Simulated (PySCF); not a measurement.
H2O, SMILES O. Coordinates come from a B3LYP-D3(BJ)/def2-TZVPD optimisation.

Method: PySCF 2.14.0 with B3LYP-D3(BJ)/def2-TZVPD.

Harmonic wavenumbers (cm⁻¹): 1624, 3786, 3887. Rotational constants (GHz): 823.0, 428.5, 281.8; symmetry number 2.

### Question
Work out the zero-point energy and the ideal-gas rigid-rotor harmonic-oscillator thermochemistry at 298.15 K and 1 atm.

### Answer
ZPE = ½ Σ hcν = ½ × 9297 cm⁻¹ = 13.29 kcal/mol. H − E(el) = 15.66 kcal/mol. Entropy in cal/(mol K): translation 34.61, rotation 10.48, vibration 0.01, total 45.10. G − E(el) = 2.22 kcal/mol. Cp = 8.00 cal/(mol K).
